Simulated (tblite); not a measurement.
C4H5N2 (doublet state).
Atom-mapped SMILES: `[N:1]=[CH:2][CH2:3][C@@H:4]1[CH:5]=[N:6]1` (hydrogens: H7 on C2; H8, H9 on C3; H10 on C4; H11 on C5)
Bond orders are those of one Lewis drawing.

Computed with GFN2-xTB (tblite), gas phase: L-BFGS steps from a force-field or distance-geometry start until the largest atomic force falls under 0.01 eV/Å.

Step 12: E = -455.9620 eV
```
atom  x, y, z in Å  |  force x, y, z in eV/Å
N1     -2.0421    0.9711   -1.2260   -0.001  -0.039  -0.012
C2     -1.7289    0.4456   -0.1741   -0.015  -0.013   0.052
C3     -0.5584   -0.5013    0.0745    0.024   0.025  -0.038
C4      0.7235    0.2992   -0.0701   -0.021   0.048   0.046
C5      2.0314   -0.3037    0.1185   -0.055   0.002  -0.029
N6      1.6627    0.3879    1.0952   -0.017  -0.022  -0.040
H7     -2.2868    0.6698    0.7448   -0.021  -0.013   0.057
H8     -0.6060   -1.2913   -0.6803    0.013   0.019  -0.020
H9     -0.6242   -0.9519    1.0676    0.025   0.046  -0.057
H10     0.6293    1.1858   -0.6888    0.054  -0.022  -0.021
H11     2.8050   -0.9086   -0.2873    0.015  -0.031   0.062
```

Step 13: E = -455.9630 eV
```
atom  x, y, z in Å  |  force x, y, z in eV/Å
N1     -2.0463    0.9697   -1.2246    0.005  -0.041   0.002
C2     -1.7288    0.4454   -0.1731   -0.035   0.001   0.043
C3     -0.5556   -0.4987    0.0732   -0.050   0.007  -0.032
C4      0.7246    0.3011   -0.0717   -0.030   0.044   0.058
C5      2.0301   -0.3038    0.1176   -0.014  -0.021  -0.008
N6      1.6618    0.3866    1.0951   -0.010   0.005  -0.028
H7     -2.2867    0.6670    0.7475   -0.007  -0.015   0.035
H8     -0.6034   -1.2895   -0.6799    0.010   0.008  -0.048
H9     -0.6270   -0.9505    1.0650    0.058   0.047  -0.037
H10     0.6326    1.1860   -0.6915    0.045   0.006  -0.029
H11     2.8040   -0.9107   -0.2834    0.027  -0.042   0.044
```

Step 14: E = -455.9640 eV
```
atom  x, y, z in Å  |  force x, y, z in eV/Å
N1     -2.0507    0.9676   -1.2232    0.003  -0.038   0.015
C2     -1.7296    0.4453   -0.1716   -0.049   0.012   0.024
C3     -0.5536   -0.4959    0.0711   -0.096  -0.006  -0.020
C4      0.7251    0.3038   -0.0720   -0.025   0.027   0.035
C5      2.0284   -0.3045    0.1164    0.021  -0.039   0.017
N6      1.6611    0.3856    1.0945    0.001   0.027  -0.005
H7     -2.2866    0.6639    0.7510    0.003  -0.013   0.016
H8     -0.6005   -1.2876   -0.6805    0.007   0.007  -0.069
H9     -0.6285   -0.9479    1.0616    0.079   0.033  -0.006
H10     0.6370    1.1860   -0.6946    0.031   0.036  -0.034
H11     2.8033   -0.9136   -0.2786    0.026  -0.045   0.028
```

Step 15: E = -455.9650 eV
```
atom  x, y, z in Å  |  force x, y, z in eV/Å
N1     -2.0565    0.9649   -1.2213   -0.006  -0.027   0.018
C2     -1.7316    0.4451   -0.1697   -0.055   0.014   0.001
C3     -0.5530   -0.4928    0.0679   -0.096  -0.014  -0.003
C4      0.7252    0.3072   -0.0715   -0.008   0.001  -0.014
C5      2.0267   -0.3058    0.1156    0.040  -0.047   0.042
N6      1.6608    0.3853    1.0936    0.009   0.041   0.017
H7     -2.2863    0.6598    0.7555    0.004  -0.005   0.002
H8     -0.5969   -1.2855   -0.6827   -0.002   0.016  -0.078
H9     -0.6287   -0.9439    1.0575    0.089   0.005   0.030
H10     0.6429    1.1863   -0.6986    0.013   0.055  -0.030
H11     2.8030   -0.9180   -0.2723    0.011  -0.041   0.015
```

**Question.** Estimate the geometry and energy of step 16. (The exact step hangs on the optimiser's Hessian estimate; all steps are aligned on step 15, rigid shifts and turns removed.)

**Answer.** E = -455.9660 eV, largest force 0.101 eV/Å
```
atom  x, y, z in Å  |  force x, y, z in eV/Å
N1     -2.0632    0.9624   -1.2194   -0.020  -0.010   0.010
C2     -1.7347    0.4450   -0.1679   -0.045   0.004  -0.014
C3     -0.5538   -0.4900    0.0645   -0.045  -0.014   0.011
C4      0.7253    0.3104   -0.0713    0.016  -0.022  -0.061
C5      2.0254   -0.3078    0.1161    0.034  -0.038   0.057
N6      1.6610    0.3860    1.0930    0.005   0.043   0.024
H7     -2.2858    0.6555    0.7601   -0.004   0.008  -0.002
H8     -0.5932   -1.2832   -0.6864   -0.016   0.033  -0.069
H9     -0.6274   -0.9396    1.0541    0.085  -0.024   0.049
H10     0.6491    1.1873   -0.7029   -0.002   0.050  -0.015
H11     2.8027   -0.9233   -0.2660   -0.009  -0.030   0.009
```

The energy changes by -0.0010 eV. The first-order estimate −F·Δx gives -0.0014 eV and the mean of the old and new forces, exact on a quadratic surface, -0.0010 eV. The step makes an angle of 68° with the force vector and moves no atom by more than 0.008 Å.

What follows is the cost of the whole relaxation. Hardware: an Arm Neoverse V2 with one thread, shared host with 192 logical CPUs at a one-minute load of 68. Cost: 0.29 s wall.
